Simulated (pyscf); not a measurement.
A first-order saddle from PySCF, ωB97X-D3(BJ)/def2-SVP:

```xyz
12

Ge    -2.6089     0.0822    -0.7267
O     -1.2592    -0.4514     0.3431
B      0.2556    -0.0291    -0.0171
H     -2.3602    -0.5530    -2.0959
H     -3.8985    -0.4352    -0.0769
H     -2.5975     1.6164    -0.7959
H      0.9322    -1.0237    -0.1995
H      0.2443     0.8023    -0.9168
N      0.4140     0.6104     1.4079
H     -0.8610     0.1230     1.2679
H      0.5708     1.6147     1.4448
H      1.0553     0.1447     2.0454
```
Charge 0, spin multiplicity 1.

Surface: singlet, charge 0. Lowest wavenumbers (cm⁻¹): 1216i, 81, 118, 173, 401.

Which two sides does it connect, and which bonds change?

H₂B–O–GeH₃ (SMILES B[O][GeH3]) + NH₃ (SMILES N) <-> HO–GeH₃ (SMILES [OH][GeH3]) + H₂B–NH₂ (SMILES BN), a four-centre exchange read from left to right: B–O, H–N broken and H–O, B–N formed. At ωB97M-D3(BJ)/def2-TZVP it lies +10.0 kcal/mol from the left side and +10.0 kcal/mol from the right (each side as separated species at their lowest minima found). On the reactant side the descent ends in an adduct with a B–N contact, 14.7 kcal/mol under the separated species and 24.8 kcal/mol under the saddle at ωB97X-D3(BJ)/def2-TZVP. What is counted as formed (B–N) is already present as a longer contact in the reactant adduct; forming that adduct is a step of its own. The products may also form a dative adduct at H₂B–NH₂; it and routes through it were not searched. This is the saddle that the search found; another between the same sides may lie lower. Elements up to Kr have no core potential and no relativistic terms here.
